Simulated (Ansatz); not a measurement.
Ansatz (a program for electronic structure) input:

Ansatz 0.2 input:
```yaml
crystal:
  periodic: [false, false, false]
  atoms:
    - {symbol: C, position_ang: [-0.00009993, -0.00095442, 0.31517980]}
    - {symbol: C, position_ang: [-0.01085219, -0.76561157, -0.93063144]}
    - {symbol: C, position_ang: [0.01144086, 0.77123367, -0.92597056]}
    - {symbol: C, position_ang: [-0.00051703, -0.00493794, 1.63067274]}
    - {symbol: H, position_ang: [-0.92882004, -1.25538122, -1.23503907]}
    - {symbol: H, position_ang: [0.89268877, -1.28180502, -1.23454154]}
    - {symbol: H, position_ang: [0.92960062, 1.26283615, -1.22682425]}
    - {symbol: H, position_ang: [-0.89190819, 1.28925995, -1.22732177]}
    - {symbol: H, position_ang: [-0.01412041, -0.93212254, 2.19130493]}
    - {symbol: H, position_ang: [0.01272905, 0.91883428, 2.19691844]}
basis:
  gaussian:
    orbitals: def2-TZVP
hamiltonian:
  xc: b3lyp
  dispersion: d3bj
phonons: {temperatures: {t_min: 298.15, t_max: 298.15, t_step: 100}}
```

Problem. Predict the final energy.

Solution. -156.03594 Eh (B3LYP-D3(BJ)/def2-TZVP). The basis has 160 functions. The run takes about 40 core-seconds (a rough figure).
